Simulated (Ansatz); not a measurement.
Li₂PbGeS₄ (I-42m, No. 121; cell taken from a computed entry)

These are r²SCAN+SOC in Ansatz (PAW) values and carry that method's errors.

Run with plane-wave cutoff 560 eV, 8×8×8 k mesh, Fermi–Dirac smearing 0.01 eV, PAW data made under PBE.

Cell (relaxed with PBEsol):

```
Li2PbGeS4
1.0
   -3.24871     3.24871     3.83921
    3.24871    -3.24871     3.83921
    3.24871     3.24871    -3.83921
Li Ge Pb S
2 1 1 4
Cartesian
  0.00000   3.24871   1.91961
  3.24871   0.00000   1.91961
  0.00000   0.00000   3.83921
  0.00000   0.00000   0.00000
  1.28923  -1.28923   5.10883
  1.95948   1.95948  -1.26961
 -1.28923   1.28923   5.10883
  1.28923   1.28923   2.56960
```

```json
{
  "band_gap": "1.81 eV (indirect)",
  "smallest_direct_gap_on_the_k_points_sampled": "1.87 eV",
  "direct gap at Γ": "4.44 eV"
}
```

Note: cell and atoms aren't relaxed at this level (largest force component 0.15 eV/Å, pressure 1.2 GPa).

Static lattice: no zero-point or thermal effects.

Ansatz is a first-principles code.
